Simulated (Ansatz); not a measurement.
# CH$_{6}$N$_{3}$⁺, singlet: from triple and quadruple zeta to the limit

```yaml
atoms:
  - { symbol: N, position_ang: [-1.1173, 0.5137, -0.5085] }
  - { symbol: C, position_ang: [0.0000, 0.0000, 0.0000] }
  - { symbol: N, position_ang: [0.5130, -1.1156, -0.5130] }
  - { symbol: N, position_ang: [0.6043, 0.6018, 1.0215] }
  - { symbol: H, position_ang: [-1.5960, 0.0755, -1.2850] }
  - { symbol: H, position_ang: [-1.5276, 1.3609, -0.1367] }
  - { symbol: H, position_ang: [1.3612, -1.5266, -0.1445] }
  - { symbol: H, position_ang: [0.0728, -1.5924, -1.2896] }
  - { symbol: H, position_ang: [1.4549, 0.2316, 1.4262] }
  - { symbol: H, position_ang: [0.2347, 1.4510, 1.4296] }
```

Ansatz 0.2.0, RHF determinant, valence electrons correlated. Energies in eV.

```csv
set,X,functions,Hartree–Fock,MP2 correlation,CCSD(T) correlation,time
def2-TZVPP,3,208,-5568.0103,-20.9933,-22.5307,"8 s on 1 × NVIDIA H100 80GB HBM3 with 1 thread of AMD EPYC 7R13 Processor (Zen 3), with other jobs on the host"
def2-QZVPP,4,408,-5568.2559,-22.4756,-23.8777,"23 s on 1 × NVIDIA H100 80GB HBM3 with 1 thread of AMD EPYC 7R13 Processor (Zen 3), with other jobs on the host"
```

Hartree–Fock is taken to follow E(X) = E∞ + A·exp(−7.88·√X), correlation E(X) = E∞ + B·X^−2.97.

Question: Work out the CCSD(T) energy at the limit, and how far the shortcut misses it that extrapolates MP2 and adds CCSD(T) minus MP2 from the smaller set.

Answer: Hartree–Fock: E∞ = E4 + 0.1377·(E4 − E3) = -5568.2898. Correlation: E∞ = E4 + 0.7407·(E4 − E3) = -24.8755 for CCSD(T) and -23.5736 for MP2. The limit is -5593.1653 eV, 1.032 eV below def2-QZVPP. The shortcut gives a correlation energy of -23.5736 + (-1.5374) = -25.1110, 235 meV lower than the direct value.
